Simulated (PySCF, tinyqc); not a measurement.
FCI on RHF in the sto-3g basis, frozen core, for LiH, spin multiplicity 1, step by step. The lowest restricted solution is unstable here: a spin-polarised one lies 0.0663 hartree lower (PySCF). One step of it, computed by the program tinyqc.

Task: FCI: determinants and Hamiltonian. Slater-Condon rules over spin orbitals, with the nuclear repulsion and the energy of the frozen orbital added and E(HF) subtracted on the diagonal. Only determinants linked to the reference directly or through others are kept (one block of an abelian symmetry group), so some states are absent.

one-electron integrals dressed by the frozen orbital, h + 2 (pq|11) - (p1|1q) (hartree), lower triangle:
```
           2          3          4          5          6
2  -0.588878
3   0.084730  -0.332979
4   0.000000   0.000000  -0.263443
5   0.000000   0.000000   0.000000  -0.263443
6   0.094047  -0.087151   0.000000   0.000000  -0.344373
```

energy of the frozen orbital, 2 h_11 + (11|11) = -7.50134064 hartree

Two-electron integrals over orbitals (pq|rs), unique and non-zero (hartree); the lowest 1 orbital is frozen and left out:
```
(22|22) 0.406704    (32|22) -0.084730   (32|32) 0.053067    (33|22) 0.222547
(33|32) 0.016893    (33|33) 0.301201    (42|42) 0.021501    (43|42) 0.023618
(43|43) 0.040765    (44|22) 0.218510    (44|32) 0.032523    (44|33) 0.269179
(44|44) 0.312946    (52|52) 0.021501    (53|52) 0.023618    (53|53) 0.040765
(54|54) 0.016869    (55|22) 0.218510    (55|32) 0.032523    (55|33) 0.269179
(55|44) 0.279207    (55|55) 0.312946    (62|22) -0.094047   (62|32) 0.069562
(62|33) 0.001704    (62|44) 0.049094    (62|55) 0.049094    (62|62) 0.125558
(63|22) 0.078356    (63|32) -0.044225   (63|33) -0.033746   (63|44) -0.019974
(63|55) -0.019974   (63|62) -0.051602   (63|63) 0.053722    (64|42) 0.015208
(64|43) 0.007632    (64|64) 0.016891    (65|52) 0.015208    (65|53) 0.007632
(65|65) 0.016891    (66|22) 0.359445    (66|32) -0.049471   (66|33) 0.249128
(66|44) 0.249504    (66|55) 0.249504    (66|62) -0.044697   (66|63) 0.044077
(66|66) 0.348170
```

nuclear repulsion = 0.54912889 hartree

Hartree-Fock energy = -7.72326353 hartree

Give: determinants; H - E(HF) between determinants.

Result:

Occupation strings over the orbitals (2 doubly, a alpha, b beta, 0 empty; spin orbitals ordered 1a 1b 2a 2b ...): 220000 2ab000 2a000b 2ba000 2b000a 202000 20a00b 200200 200020 20b00a 200002

H - E(HF) between determinants (hartree), lower triangle:
```
         220000   2ab000   2a000b   2ba000   2b000a   202000   20a00b   200200
220000   0.0000
2ab000   0.0000   0.0717
2a000b   0.0000  -0.0088   0.1972
2ba000   0.0000  -0.0531  -0.0696   0.0717
2b000a   0.0000  -0.0696  -0.1256  -0.0088   0.1972
202000   0.0531   0.1016  -0.0442  -0.1016   0.0442   0.4063
20a00b   0.0696  -0.0442   0.0353  -0.0958   0.0516  -0.1209   0.3428
200200   0.0215   0.0236   0.0152  -0.0236  -0.0152   0.0408   0.0076   0.5571
200020   0.0215   0.0236   0.0152  -0.0236  -0.0152   0.0408   0.0076   0.0169
20b00a  -0.0696  -0.0958   0.0516  -0.0442   0.0353   0.1209  -0.0537  -0.0076
200002   0.1256  -0.0516   0.0494   0.0516  -0.0494   0.0537  -0.0431   0.0169

         200020  20b00a  200002
200020   0.5571
20b00a  -0.0076  0.3428
200002   0.0169  0.0431  0.4305
```
